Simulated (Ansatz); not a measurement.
Reaction (substitution at a C–C bond): `COCCCF` + CH₃SH → `CSCF` + `CCOC`

Gas-phase electronic energies from Ansatz, PBE0-D4/def2-TZVP geometries. CCSD(T)/CBS adds triple-zeta CCSD(T) − MP2 to the extrapolated MP2 energy (def2 sets, frozen cores). This one scheme is used for every species. DFT in def2-TZVPP. One conformer a species, not always the lowest.

Q: Is it downhill or uphill in electronic energy at CCSD(T)/CBS, and by how much? (Best estimate.)

A: The calculation gave: Uphill: ΔE = +4.5 kJ/mol.

Q: What do these levels give: PBE-D4, revPBE-D4, BLYP-D4, BHLYP-D4, PBE-QIDH, PBE? (Best estimate.)

A: Ansatz gave: PBE-D4 -5.0, revPBE-D4 -6.0, BLYP-D4 -4.4, BHLYP-D4 5.9, PBE-QIDH 4.2, PBE -5.2 kJ/mol.

Q: What do rigid-rotor, harmonic-oscillator terms from PBE0-D4/def2-TZVP frequencies (298.15 K, 1 bar) make of the CCSD(T)/CBS value? (Estimate.)

A: The calculation gave: ΔZPE = +2.5 kJ/mol, ΔH = +6.8 kJ/mol, ΔS = 3 J/(mol·K), ΔG = +6.0 kJ/mol.

Largest T1 diagnostic among the species: 0.011.

From PBE to PBE0 (25 % exact exchange), in def2-TZVPP and without D4, ΔE moves by +5.6 kJ/mol. At CCSD(T), def2-SVP lies +14.8 kJ/mol from the extrapolated value and def2-TZVPP +3.2 kJ/mol.
